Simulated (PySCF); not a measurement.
## [C4H4N2]-: g tensor and hyperfine couplings

Compound: pyrazine radical anion, C4H4N2 (charge -1 and doublet state).
SMILES with atom numbers: `[cH:1]1[cH:2][n:3][cH:4][cH:5][n:6]1` (hydrogens: H7 on C1; H8 on C2; H9 on C4; H10 on C5)

The species is pyrazine radical anion, `C1=CN=CC=N1` [SMILES of the parent framework; charge -1 and doublet state].

Method: PySCF, UKS B3LYP, IGLO-III on C N, pcH-1 on H, non-relativistic, mean-field spin-orbit, GIAO. Isolated species at its PBE0-D3(BJ)/def2-SVP geometry, gas phase. Whether the extra electron is bound in the gas phase wasn't checked; a finite basis holds it in any case. The SCF solution wasn't tested for stability. No frequencies were computed at this geometry's level, so the symmetric structure isn't shown to be a minimum.

```
g1, g2, g3                      : 2.00210, 2.00406, 2.00440
g_iso                           : 2.00352
Form of g                       : close to axial: the two nearest values differ by 15 % of g3 − g1
⟨S²⟩                            : 0.7603 (exact 0.7500)
α and β electrons               : 22, 21
HOMO–LUMO gap, α and β orbitals : 2.77, 5.75 eV
Basis functions                 : 250
```

Hyperfine couplings atom by atom, in MHz; T1 to T3 are the principal values of the dipolar part; ρ(0) is the spin density at the nucleus:

| atom | isotope | a_iso | T1 | T2 | T3 | Mulliken spin population | ρ(0) (bohr⁻³) |
| --- | --- | --- | --- | --- | --- | --- | --- |
| C1 | 13C | -10.1 | -5.9 | -2.8 | 8.7 | 0.05 | -0.0090 |
| C2 | 13C | -10.2 | -5.9 | -2.8 | 8.7 | 0.05 | -0.0091 |
| N3 | 14N | 18.5 | -19.7 | -19.7 | 39.4 | 0.41 | 0.0572 |
| C4 | 13C | -10.1 | -5.9 | -2.9 | 8.8 | 0.05 | -0.0090 |
| C5 | 13C | -10.2 | -5.8 | -2.8 | 8.6 | 0.05 | -0.0091 |
| N6 | 14N | 18.5 | -19.8 | -19.7 | 39.5 | 0.41 | 0.0574 |
| H7 | 1H | -7.1 | -3.1 | -2.5 | 5.6 | -0.01 | -0.0016 |
| H8 | 1H | -7.0 | -3.1 | -2.5 | 5.6 | -0.01 | -0.0016 |
| H9 | 1H | -7.1 | -3.1 | -2.5 | 5.6 | -0.01 | -0.0016 |
| H10 | 1H | -7.0 | -3.1 | -2.5 | 5.6 | -0.01 | -0.0016 |

Largest spin populations (Mulliken): N6 (+0.41) and N3 (+0.41).

Axes: g1 is normal to the molecular plane.

Under fast tumbling the dipolar parts average out, and these isotropic splittings remain: 2 × 14N (N3/N6, I = 1, 5 lines) with 0.66 mT and 4 × 1H (H7/H8/H9/H10, I = 1/2, 5 lines) with 0.25 mT.

The 13C coupling of C1/C2/C4/C5 (mean -10.2 MHz) shows only in satellite lines or after enrichment, since that isotope makes up about 1.07 % of natural carbon.

β density exceeds α density at some nuclei, such as C1/C2/C4/C5 (-0.0090) and H7/H8/H9/H10 (-0.0016), spin density in bohr⁻³. In a single determinant that takes different orbitals for the two spins, that is spin polarisation.
